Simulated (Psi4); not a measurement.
# Predicting a hybrid from its neighbours: C3H2O (2-cyclopropen-1-one)

C3H2O: 6 atoms, total charge 0, spin state singlet. As SMILES, `O=c1cc1`. Geometry: relaxed at PBE0-D4/def2-TZVP.

The dipole moment y, in D, basis def2-SVPD; a is the functional's share of exact exchange. Programs: Psi4 1.11.

| functional | program | a | y (D) |
| --- | --- | --- | --- |
| TPSS | Psi4 | 0 | 4.17 |
| r2SCAN | Psi4 | 0 | 4.27 |
| TPSSh | Psi4 | 0.1 | 4.27 |
| B3LYP | Psi4 | 0.2 | 4.36 |
| PBE0 | Psi4 | 0.25 | ? |
| BHLYP | Psi4 | 0.5 | 4.63 |

Fit y = c + s·a to the known rows and predict PBE0.


1. Means of the 5 rows: a = 0.1600, y = 4.340.
2. Σ(Δa)² = 0.172, Σ(Δa·Δy) = 0.142, so the slope is 0.142/0.172 = 0.82558.
3. Intercept: 4.340 − (0.82558) × 0.1600 = 4.208. The largest residual of the fit is 0.062.
4. PBE0: 4.208 + (0.82558) × 0.25 = 4.41 D.

The run gave 4.36 D, so the prediction is off by +0.05 D, within the largest residual. More exact exchange makes the molecule more polar here. The rows mix families of semi-local functionals, which the line can't see.
